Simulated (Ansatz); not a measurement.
Saddle point of BNH$_{4}$O, closed shell (BNH₄O ([NH2][BH][OH]) → BHO ([BH][O]) + NH₃ (still joined by a long B–N bond); bonds formed: N2–H4; bonds broken: O3–H4; bonds weakened to dative contacts: B1–N2), PBE0-D4/def2-TZVP structure:

B1  (-0.829, -0.006, -0.149)
N2  (0.686, -0.154, 0.254)
O3  (-0.768, 1.002, -0.966)
H4  (0.482, 0.778, -0.549)
H5  (-1.708, -0.704, 0.260)
H6  (1.187, -0.978, -0.058)
H7  (0.951, 0.062, 1.208)
(Å)

Energies are electronic, without zero-point energy. Barriers and step energies count from the start structure reached by relaxing down the imaginary mode; all methods use the PBE0-D4 structures, on which another method's saddle can fall below an end. Ansatz 0.2.0; basis: def2-TZVPP, with def2-QZVPP for the basis limit; cores frozen in the correlated methods. B3LYP uses VWN-RPA correlation. Extrapolation: Hartree–Fock as exp(−7.88 √X), correlation as X^−2.97.

```csv
method,barrier (eV),step energy (eV)
SPW92,1.732,1.332
PBE-D4,?,1.217
BLYP-D4,1.938,1.179
r2SCAN-D4,2.004,1.315
B97M-V,?,1.314
PBE0-D4,2.039,1.359
B3LYP-D4,2.096,1.308
r2SCAN0-D4,2.140,1.414
BHLYP-D4,2.332,1.460
CAM-B3LYP-D4,2.134,1.375
wB97X-V,2.114,1.361
wB97M-V,2.090,1.340
B2PLYP,2.086,1.295
PBE-QIDH,2.120,1.393
RPA on PBE,?,1.257
HF,2.703,1.591
MP2,2.030,1.287
CCSD,2.210,1.372
CCSD(T),2.098,1.312
```

Q: Fill in the withheld barriers. (An estimate is asked for; the value comes from the calculation.)

A: Computed: PBE-D4 1.836; RPA on PBE 2.034; B97M-V 2.140 eV. Each is the energy of the saddle less that of the start structure, by the same method.

For comparison, the barrier by CCSD(T) at an estimated basis limit (MP2 extrapolated from triple and quadruple zeta, plus CCSD(T) − MP2 in triple zeta) is 2.116 eV.

The T1 diagnostic stays at or below 0.018.

Labels in which every atom is bracketed show which atoms are joined, not bond orders.

For scale, one of the runs: CCSD(T)/def2-TZVPP, 149 basis functions, launched by `ansatz run in.yaml --threads 2 --pin off --events-out ev --progress --plain --max-ram 4352MiB`. Hardware: 2 CPU threads of an Arm Neoverse V2, shared host. Wall time 14 s; peak host memory 1 GiB.
